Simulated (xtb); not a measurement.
xtb input (GFN1-xTB):

```bash
xtb mol.xyz --gfn 1 --sp --chrg 0 --uhf 0
```
mol.xyz:
```
13

C      0.00000000    -0.00000000     0.00000000
C     -0.00417723     0.75450823     1.26976351
C     -0.00404543    -0.77165127     1.25941949
C      0.76720458     0.00862060    -1.26211027
C     -0.75898192     0.00852243    -1.26707274
H     -0.91665785     1.25361755     1.57173539
H      0.90625614     1.25373480     1.57766269
H     -0.91643948    -1.27496555     1.55459713
H      0.90647452    -1.27484830     1.56052443
H      1.26948429    -0.90074418    -1.56819650
H      1.26932686     0.92213758    -1.55584135
H     -1.25914353    -0.90090683    -1.57641846
H     -1.25930095     0.92197493    -1.56406331
```

End of the output:

```
         :::::::::::::::::::::::::::::::::::::::::::::::::::::
         ::                     SUMMARY                     ::
         :::::::::::::::::::::::::::::::::::::::::::::::::::::
         :: total energy             -14.830186224770 Eh    ::
         :: gradient norm              0.015444689213 Eh/a0 ::
         :: HOMO-LUMO gap              8.913813987253 eV    ::
         ::.................................................::
         :: SCC energy               -15.062952798674 Eh    ::
         :: -> electrostatic           0.000363333554 Eh    ::
         :: repulsion energy           0.236705303505 Eh    ::
         :: dispersion energy         -0.003938729601 Eh    ::
         :: halogen bond corr.         0.000000000000 Eh    ::
         :: add. restraining           0.000000000000 Eh    ::
         :: total charge              -0.000000000000 e     ::
         :::::::::::::::::::::::::::::::::::::::::::::::::::::

           -------------------------------------------------
          |                Property Printout                |
           -------------------------------------------------

    * Orbital Energies and Occupations

         #    Occupation            Energy/Eh            Energy/eV
      -------------------------------------------------------------
         1        2.0000           -0.6734100             -18.3244
         2        2.0000           -0.6589478             -17.9309
         3        2.0000           -0.6074648             -16.5300
         4        2.0000           -0.6074648             -16.5300
         5        2.0000           -0.5821649             -15.8415
         6        2.0000           -0.5579687             -15.1831
         7        2.0000           -0.5579687             -15.1831
         8        2.0000           -0.5469927             -14.8844
         9        2.0000           -0.4958478             -13.4927
        10        2.0000           -0.4890615             -13.3080
        11        2.0000           -0.4797162             -13.0537
        12        2.0000           -0.4442991             -12.0900
        13        2.0000           -0.4442991             -12.0900
        14        2.0000           -0.4414152             -12.0115 (HOMO)
        15                         -0.1138385              -3.0977 (LUMO)
        16                         -0.1138385              -3.0977
        17                         -0.1090782              -2.9682
        18                         -0.1033056              -2.8111
        19                         -0.0855324              -2.3275
Note: The following floating-point exceptions are signalling: IEEE_DENORMAL
normal termination of xtb
        20                         -0.0855324              -2.3275
        21                         -0.0742060              -2.0192
        22                         -0.0742060              -2.0192
        23                         -0.0536466              -1.4598
        24                         -0.0357050              -0.9716
        25                          0.1200387               3.2664
       ...                                ...                  ...
        36                          0.4478180              12.1857
      -------------------------------------------------------------
                  HL-Gap            0.3275766 Eh            8.9138 eV
             Fermi-level           -0.2776269 Eh           -7.5546 eV

  Mulliken/CM5 charges         n(s)   n(p)   n(d)
     1C     0.01831 -0.00565   1.006  2.976  0.000
     2C    -0.06649 -0.17010   1.002  3.064  0.000
     3C    -0.06649 -0.17010   1.002  3.064  0.000
     4C    -0.06649 -0.17010   1.002  3.064  0.000
     5C    -0.06649 -0.17010   1.002  3.064  0.000
     6H     0.03095  0.08576   0.969  0.000  0.000
     7H     0.03095  0.08576   0.969  0.000  0.000
     8H     0.03095  0.08576   0.969  0.000  0.000
     9H     0.03095  0.08576   0.969  0.000  0.000
    10H     0.03095  0.08576   0.969  0.000  0.000
    11H     0.03095  0.08576   0.969  0.000  0.000
    12H     0.03095  0.08576   0.969  0.000  0.000
    13H     0.03095  0.08576   0.969  0.000  0.000

Wiberg/Mayer (AO) data.
largest (>0.10) Wiberg bond orders for each atom

 ---------------------------------------------------------------------------
     #   Z sym  total        # sym  WBO       # sym  WBO       # sym  WBO
 ---------------------------------------------------------------------------
     1   6 C    3.934 --     2 C    0.982     3 C    0.982     5 C    0.982
                             4 C    0.982
     2   6 C    3.948 --     1 C    0.982     7 H    0.980     6 H    0.980
                             3 C    0.964
     3   6 C    3.948 --     1 C    0.982     8 H    0.980     9 H    0.980
                             2 C    0.964
     4   6 C    3.948 --     1 C    0.982    10 H    0.980    11 H    0.980
                             5 C    0.964
     5   6 C    3.948 --     1 C    0.982    12 H    0.980    13 H    0.980
                             4 C    0.964
     6   1 H    1.006 --     2 C    0.980
     7   1 H    1.006 --     2 C    0.980
     8   1 H    1.006 --     3 C    0.980
     9   1 H    1.006 --     3 C    0.980
    10   1 H    1.006 --     4 C    0.980
    11   1 H    1.006 --     4 C    0.980
    12   1 H    1.006 --     5 C    0.980
    13   1 H    1.006 --     5 C    0.980
 ---------------------------------------------------------------------------

Topologies differ in total number of bonds
Writing topology from bond orders to xtbtopo.mol

 dipole moment from electron density (au)
     X       Y       Z
   0.0000   0.0000   0.0000  total (Debye):    0.000

           -------------------------------------------------
          | TOTAL ENERGY              -14.830186224770 Eh   |
          | GRADIENT NORM               0.015444689213 Eh/α |
          | HOMO-LUMO GAP               8.913813987253 eV   |
           -------------------------------------------------

------------------------------------------------------------------------
------------------------------------------------------------------------
 total:
 SCF:
```
